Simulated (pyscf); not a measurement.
PySCF, gas phase, ωB97X-D3(BJ)/def2-SVP geometries.

**Question.** `[CH3][TeH]` + `[SeH2]` → `[CH3][Te][SeH]` + `[H][H]`
Surface: singlet. Broken: H–Te, H–Se. Formed: Se–Te, H–H. Give ΔE‡ and ΔE from ωB97M-D3(BJ)/def2-TZVP, relative to the separated reactants.

**Answer.** ΔE‡ = 243.0 kJ/mol, ΔE = -18.1 kJ/mol. Zero-point energy shifts the barrier by -2.6 kJ/mol. It is a four-centre exchange, with an imaginary mode of 1784i cm⁻¹. From the product side, H₃C–Te• + SeH• + H₂ lies, by one bond made or cut, 45.4 kJ/mol under this saddle at ωB97M-D3(BJ)/def2-TZVP. One saddle was located; it need not be the lowest between these sides. Elements up to Kr have no core potential and no relativistic terms here. Elements past Kr carry the def2 core potentials, without spin-orbit coupling.
